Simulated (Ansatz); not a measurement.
## Nudged elastic band run: C₂H₇B

The input (input.yaml):

```yaml
crystal:
  periodic: [false, false, false]
  atoms:
    - { symbol: B, position_ang: [0.33809, -0.083809, -0.048863] }
    - { symbol: C, position_ang: [0.67204, 0.034851, 1.474508] }
    - { symbol: H, position_ang: [-0.19385, -0.004663, 2.152293] }
    - { symbol: H, position_ang: [1.442557, -0.678943, 1.806321] }
    - { symbol: H, position_ang: [1.136624, 1.034642, 1.595055] }
    - { symbol: H, position_ang: [1.259264, -0.288126, -0.81867] }
    - { symbol: C, position_ang: [-1.105818, 0.028804, -0.637042] }
    - { symbol: H, position_ang: [-1.426941, -1.024406, -0.777589] }
    - { symbol: H, position_ang: [-1.84729, 0.49836, 0.027019] }
    - { symbol: H, position_ang: [-1.150774, 0.48329, -1.638434] }
basis:
  gaussian: { orbitals: def2-SVP }
hamiltonian:
  xc: pbe0
neb:
  order_check: false
  images: 7
  f_tol: 0.05
  max_iterations: 60
  final_atoms:
    - { symbol: B, position_ang: [-0.04915501, -0.12261973, -1.75325326] }
    - { symbol: C, position_ang: [1.19220772, -0.07505219, 1.79909797] }
    - { symbol: H, position_ang: [0.27883255, -0.64815869, 2.01020664] }
    - { symbol: H, position_ang: [1.9923158, -0.40816189, 2.47419545] }
    - { symbol: H, position_ang: [1.00041009, 0.99506215, 1.96114147] }
    - { symbol: H, position_ang: [1.50224365, -0.23953974, 0.7564136] }
    - { symbol: C, position_ang: [-1.44390314, 0.08778281, -1.14207488] }
    - { symbol: H, position_ang: [-1.73505842, -0.8117905, -0.56924345] }
    - { symbol: H, position_ang: [-1.42780826, 0.95792401, -0.46054093] }
    - { symbol: H, position_ang: [-2.18618297, 0.26455376, -1.94134463] }
  initial_path:
    images:
      - { positions_ang: [[0.33809, -0.083809, -0.048863], [0.67204, 0.034851, 1.474508], [-0.19385, -0.004663, 2.152293], [1.442557, -0.678943, 1.806321], [1.136624, 1.034642, 1.595055], [1.259264, -0.288126, -0.81867], [-1.105818, 0.028804, -0.637042], [-1.426941, -1.024406, -0.777589], [-1.84729, 0.49836, 0.027019], [-1.150774, 0.48329, -1.638434]] }
      - { positions_ang: [[0.25382558, -0.05969091, -0.03651069], [0.76787017, 0.02646265, 1.47074216], [-0.12912448, -0.0913782, 2.0681318], [1.54300605, -0.68317869, 1.80748303], [1.16568088, 1.03009204, 1.66195706], [1.29190618, -0.20137959, -0.62251312], [-1.17463261, 0.01984303, -0.67908887], [-1.54809838, -1.00877804, -0.73511779], [-1.88910587, 0.5844341, -0.09853478], [-1.15742552, 0.38357361, -1.70195079]] }
      - { positions_ang: [[0.16956116, -0.03557281, -0.02415838], [0.86370034, 0.0180743, 1.46697632], [-0.06439896, -0.17809341, 1.98397059], [1.64345509, -0.68741437, 1.80864506], [1.19473776, 1.02554207, 1.72885912], [1.32454836, -0.11463319, -0.42635625], [-1.24344722, 0.01088207, -0.72113574], [-1.66925576, -0.99315007, -0.69264657], [-1.93092173, 0.67050819, -0.22408856], [-1.16407704, 0.28385722, -1.76546758]] }
      - { positions_ang: [[0.08529674, -0.01145472, -0.01180607], [0.95953051, 0.00968594, 1.46321048], [0.00032656, -0.26480861, 1.89980939], [1.74390414, -0.69165006, 1.80980709], [1.22379464, 1.02099211, 1.79576118], [1.35719054, -0.02788678, -0.23019937], [-1.31226182, 0.0019211, -0.76318262], [-1.79041314, -0.97752211, -0.65017536], [-1.9727376, 0.75658229, -0.34964235], [-1.17072856, 0.18414083, -1.82898437]] }
      - { positions_ang: [[0.00103233, 0.01266337, 0.00054624], [1.05536069, 0.00129759, 1.45944464], [0.06505208, -0.35152382, 1.81564818], [1.84435318, -0.69588575, 1.81096912], [1.25285152, 1.01644215, 1.86266324], [1.38983272, 0.05885962, -0.03404249], [-1.38107643, -0.00703986, -0.80522949], [-1.91157052, -0.96189414, -0.60770415], [-2.01455346, 0.84265639, -0.47519613], [-1.17738009, 0.08442444, -1.89250116]] }
      - { positions_ang: [[-0.01151451, -0.0211574, -0.43790363], [1.08957244, -0.01778985, 1.54435797], [0.1184972, -0.42568253, 1.8642878], [1.88134384, -0.62395478, 1.9767757], [1.18974116, 1.01109715, 1.8872828], [1.41793545, -0.01574022, 0.16357153], [-1.39678311, 0.01666581, -0.88944084], [-1.8674425, -0.92436823, -0.59808897], [-1.86786716, 0.8714733, -0.47153233], [-1.42958081, 0.12945677, -1.90471203]] }
      - { positions_ang: [[-0.02406134, -0.05497818, -0.87635351], [1.1237842, -0.0368773, 1.62927131], [0.17194232, -0.49984125, 1.91292741], [1.91833449, -0.55202382, 2.14258229], [1.1266308, 1.00575215, 1.91190236], [1.44603818, -0.09034006, 0.36118556], [-1.41248979, 0.04037147, -0.97365218], [-1.82331447, -0.88684232, -0.5884738], [-1.72118086, 0.9002902, -0.46786853], [-1.68178153, 0.1744891, -1.9169229]] }
      - { positions_ang: [[-0.03660818, -0.08879895, -1.31480338], [1.15799596, -0.05596475, 1.71418464], [0.22538744, -0.57399997, 1.96156703], [1.95532515, -0.48009286, 2.30838887], [1.06352045, 1.00040715, 1.93652192], [1.47414091, -0.1649399, 0.55879958], [-1.42819646, 0.06407714, -1.05786353], [-1.77918645, -0.84931641, -0.57885863], [-1.57449456, 0.92910711, -0.46420473], [-1.93398225, 0.21952143, -1.92913376]] }
      - { positions_ang: [[-0.04915501, -0.12261973, -1.75325326], [1.19220772, -0.07505219, 1.79909797], [0.27883255, -0.64815869, 2.01020664], [1.9923158, -0.40816189, 2.47419545], [1.00041009, 0.99506215, 1.96114147], [1.50224365, -0.23953974, 0.7564136], [-1.44390314, 0.08778281, -1.14207488], [-1.73505842, -0.8117905, -0.56924345], [-1.42780826, 0.95792401, -0.46054093], [-2.18618297, 0.26455376, -1.94134463]] }
```

Run as:

```bash
$ ansatz run input.yaml --threads 1 --pin off --max-ram 2048MiB --backend cpu --events-out ev --progress --plain --runs-dir out
```

Output, in part (warnings, iteration lines, the closing report on the highest movable image, with atoms numbered from 0):

```
NEB end point (image 0): max|allowed force component| = 1.565e-2 eV/Å (the criterion of neb.relax_end_points is 1.000e-2)
NEB end point (image 8): max|allowed force component| = 2.533e-2 eV/Å (the criterion of neb.relax_end_points is 1.000e-2)
NEB iter   1: max|band force component| = 6.011e0 eV/Å  barrier→ = 6.1791 eV  barrier← = 2.6340 eV  Δτ_max = 0.2000 Å  (215 SCF iters)
NEB iter   2: max|band force component| = 4.073e0 eV/Å  barrier→ = 4.9445 eV  barrier← = 1.3993 eV  Δτ_max = 0.1924 Å  (183 SCF iters)
NEB iter   3: max|band force component| = 2.660e0 eV/Å  barrier→ = 4.5219 eV  barrier← = 0.9768 eV  Δτ_max = 0.1986 Å  (182 SCF iters)
NEB iter   4: max|band force component| = 1.168e0 eV/Å  barrier→ = 4.4138 eV  barrier← = 0.8686 eV  Δτ_max = 0.2000 Å  (179 SCF iters)
NEB iter   5: max|band force component| = 1.342e0 eV/Å  barrier→ = 4.1674 eV  barrier← = 0.6223 eV  Δτ_max = 0.1009 Å  (176 SCF iters)
NEB iter   6: max|band force component| = 8.945e-1 eV/Å  barrier→ = 4.1057 eV  barrier← = 0.5605 eV  Δτ_max = 0.0937 Å  (174 SCF iters)
NEB iter   7: max|band force component| = 1.500e0 eV/Å  barrier→ = 4.0829 eV  barrier← = 0.5377 eV  CI = image 4  Δτ_max = 0.1002 Å  (168 SCF iters)
NEB iter   8: max|band force component| = 8.835e-1 eV/Å  barrier→ = 4.2121 eV  barrier← = 0.6670 eV  CI = image 4  Δτ_max = 0.2000 Å  (174 SCF iters)
NEB iter   9: max|band force component| = 3.851e-1 eV/Å  barrier→ = 4.2584 eV  barrier← = 0.7133 eV  CI = image 4  Δτ_max = 0.0612 Å  (176 SCF iters)
NEB iter  10: max|band force component| = 1.566e-1 eV/Å  barrier→ = 4.2560 eV  barrier← = 0.7109 eV  CI = image 4  Δτ_max = 0.1987 Å  (173 SCF iters)
NEB iter  11: max|band force component| = 7.039e-1 eV/Å  barrier→ = 4.2544 eV  barrier← = 0.7093 eV  CI = image 4  Δτ_max = 0.0997 Å  (174 SCF iters)
NEB iter  12: max|band force component| = 8.905e-1 eV/Å  barrier→ = 4.2540 eV  barrier← = 0.7089 eV  CI = image 4  Δτ_max = 0.0506 Å  (164 SCF iters)
NEB iter  13: max|band force component| = 8.008e-2 eV/Å  barrier→ = 4.2535 eV  barrier← = 0.7084 eV  CI = image 4  Δτ_max = 0.0779 Å  (164 SCF iters)
NEB iter  14: max|band force component| = 1.028e-1 eV/Å  barrier→ = 4.2528 eV  barrier← = 0.7076 eV  CI = image 4  Δτ_max = 0.0389 Å  (163 SCF iters)
NEB iter  15: max|band force component| = 8.579e-2 eV/Å  barrier→ = 4.2520 eV  barrier← = 0.7068 eV  CI = image 4  Δτ_max = 0.0389 Å  (170 SCF iters)
NEB iter  16: max|band force component| = 3.327e-2 eV/Å  barrier→ = 4.2513 eV  barrier← = 0.7061 eV  CI = image 4  Δτ_max = 0.0000 Å  (337 SCF iters)
Total energy: -2854.40893416 eV, -104.8975935424 hartree
Atom 0 at     0.412743    -0.191858    -0.738847 Å, force    -0.020329    -0.016420    -0.004040 eV/Å
Atom 1 at     0.780579    -0.021690     1.337219 Å, force     0.005366     0.001212     0.008009 eV/Å
Atom 2 at    -0.017298    -0.685557     1.692271 Å, force    -0.001003     0.000078    -0.000102 eV/Å
Atom 3 at     1.725907    -0.245829     1.853744 Å, force     0.000102     0.000970     0.000787 eV/Å
Atom 4 at     0.523818     1.039231     1.451837 Å, force    -0.002835     0.000147    -0.001275 eV/Å
Atom 5 at     1.350243    -0.314033     0.153805 Å, force     0.006126    -0.000053    -0.002346 eV/Å
Atom 6 at    -1.113990     0.092603    -0.666027 Å, force     0.018139     0.027684     0.008008 eV/Å
Atom 7 at    -1.576828    -0.853912    -0.320625 Å, force     0.006879    -0.007995    -0.005901 eV/Å
Atom 8 at    -1.434153     0.881987     0.035202 Å, force    -0.009921    -0.003501    -0.002243 eV/Å
Atom 9 at    -1.527119     0.299058    -1.663980 Å, force    -0.002524    -0.002123    -0.000897 eV/Å
Dipole moment:    -0.278711     0.087642     0.443942 e Å
```

The run converged. Neighbouring images differ by up to 2.5 eV, so the band resolves the path poorly. A vibrational analysis at the climbing image gives one clearly imaginary mode, 1017i cm⁻¹: a first-order saddle point. The orbitals stay closed-shell, which can raise the energy where a bond breaks towards radicals; this wasn't checked here.

Final band (atoms are numbered from 1 in the order of the input):

```json
{"image": "0", "path coordinate (Å)": "0.00", "energy (eV)": "0.00", "B1–C2 (Å)": "1.56", "B1–H6 (Å)": "1.22", "C2–H6 (Å)": "2.39"}
{"image": "1", "path coordinate (Å)": "0.67", "energy (eV)": "0.01", "B1–C2 (Å)": "1.56", "B1–H6 (Å)": "1.22", "C2–H6 (Å)": "2.41"}
{"image": "2", "path coordinate (Å)": "1.34", "energy (eV)": "0.10", "B1–C2 (Å)": "1.56", "B1–H6 (Å)": "1.21", "C2–H6 (Å)": "2.35"}
{"image": "3", "path coordinate (Å)": "2.02", "energy (eV)": "1.75", "B1–C2 (Å)": "1.65", "B1–H6 (Å)": "1.16", "C2–H6 (Å)": "1.85"}
{"image": "4", "path coordinate (Å)": "2.69", "energy (eV)": "4.25", "B1–C2 (Å)": "2.12", "B1–H6 (Å)": "1.30", "C2–H6 (Å)": "1.35"}
{"image": "5", "path coordinate (Å)": "3.27", "energy (eV)": "3.78", "B1–C2 (Å)": "2.62", "B1–H6 (Å)": "1.77", "C2–H6 (Å)": "1.13"}
{"image": "6", "path coordinate (Å)": "3.84", "energy (eV)": "3.60", "B1–C2 (Å)": "3.08", "B1–H6 (Å)": "2.25", "C2–H6 (Å)": "1.11"}
{"image": "7", "path coordinate (Å)": "4.42", "energy (eV)": "3.55", "B1–C2 (Å)": "3.50", "B1–H6 (Å)": "2.71", "C2–H6 (Å)": "1.10"}
{"image": "8", "path coordinate (Å)": "4.99", "energy (eV)": "3.55", "B1–C2 (Å)": "3.76", "B1–H6 (Å)": "2.95", "C2–H6 (Å)": "1.10"}
```

Run time: 2.2 min on 1 thread of Intel(R) Xeon(R) 6975P-C (Granite Rapids), on a shared host, peak memory 0.17 GiB.
